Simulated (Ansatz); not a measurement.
fcc Ag

Level of theory: r²SCAN in Ansatz (plane waves, PAW).

Settings: plane-wave cutoff 500 eV, 30×30×30 k mesh, Fermi–Dirac smearing 0.1 eV, no spin polarisation, scalar-relativistic PAW data made under PBE.

Cell (relaxed at this level):

```
Ag
1.0
    0.00000     2.05230     2.05230
    2.05230     0.00000     2.05230
    2.05230     2.05230     0.00000
Ag
1
Direct
  0.00000   0.00000   0.00000
```

| Item | Value |
|---|---|
| equilibrium volume per atom | 17.29 Å³/atom |
| lattice constant a | 4.105 Å |

Measured, for comparison: equilibrium volume per atom 16.76 Å³/atom (static lattice: zero-point anharmonic expansion removed; as tabulated in Mejia-Rodriguez and Trickey (2018), arXiv:1807.09216); lattice constant a 4.062 Å (static lattice: zero-point anharmonic expansion removed, our sources range from 4.056 to 4.063; as tabulated in Mejia-Rodriguez and Trickey (2018), arXiv:1807.09216). Computed (rounded) less measured: equilibrium volume per atom +3.2 %, lattice constant a +1.1 % (+1.0 % to +1.2 % over the range).

Static lattice: no zero-point or thermal effects.

Ansatz is a first-principles code.
